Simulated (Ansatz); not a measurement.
Corundum (α-Al2O3) was calculated with r²SCAN+rVV10 (Ansatz, a first-principles code, plane waves, PAW).

Settings: plane-wave cutoff 560 eV, 8×8×8 k mesh, Fermi–Dirac smearing 0.01 eV, scalar-relativistic PAW data made under PBE.

Properties against volume:

Shape and atoms are relaxed at each volume.

```csv
V (Å³/atom),P (GPa),direct gap at Γ (eV),c (Å),a (Å)
8.118,11.47,7.670,12.784,4.690
8.287,5.46,7.404,12.878,4.721
8.456,0.01,7.147,12.971,4.752
8.625,-4.93,6.899,13.063,4.783
8.794,-9.41,6.658,13.153,4.813
```

A straight line through the gaps at Γ against ln V gives a volume deformation potential dE_g(Γ)/d ln V of -12.6 eV: the gap at Γ widens under compression.

Note: the bulk modulus comes from volumes at which shape and atoms were relaxed.
